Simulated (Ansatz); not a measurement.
# CH3O: the cost of one run

Computed with Ansatz 0.2.0 (the levels named in each step, unless a step's input says otherwise).

### 1 The system as given

Bond lengths: C1–O2 1.240 Å, C1–H3 1.090 Å, C1–H4 1.092 Å, O2–H5 0.979 Å. Angles: C1–O2–H5 116.1°, O2–C1–H3 115.9°, O2–C1–H4 121.8°, H3–C1–H4 122.3°.

Structure file:

```xyz
5

C    -0.6251    0.2043   -0.0014
O     0.5285   -0.2506    0.0045
H    -1.4276   -0.5327    0.0399
H    -0.8201    1.2783   -0.0453
H     1.2519    0.4085   -0.0326
```

### 2 Frequencies, PBE0-D4/def2-TZVPP

File input.yaml:

```yaml
crystal:
  periodic: [false, false, false]
  atoms:
    - { symbol: C, position_ang: [-0.62507861, 0.20428103, -0.00136504] }
    - { symbol: O, position_ang: [0.52853835, -0.25059226, 0.00453671] }
    - { symbol: H, position_ang: [-1.42763511, -0.53267153, 0.03986209] }
    - { symbol: H, position_ang: [-0.82013273, 1.27830407, -0.04525686] }
    - { symbol: H, position_ang: [1.2518581, 0.40848869, -0.0325669] }
total_charge: 1
basis:
  gaussian: { orbitals: def2-TZVPP }
hamiltonian:
  xc: pbe0
  dispersion: d4
phonons: {}
```

Started as:

```console
$ ansatz run input.yaml --threads 2 --pin off --max-ram 5120MiB --backend cpu --events-out ev --progress --plain --runs-dir out
```

**Question.** How long does this run take on 2 threads of Arm Neoverse N1, shared host, and how much memory does it need?

About 27 s, with a peak of 0.13 GiB.
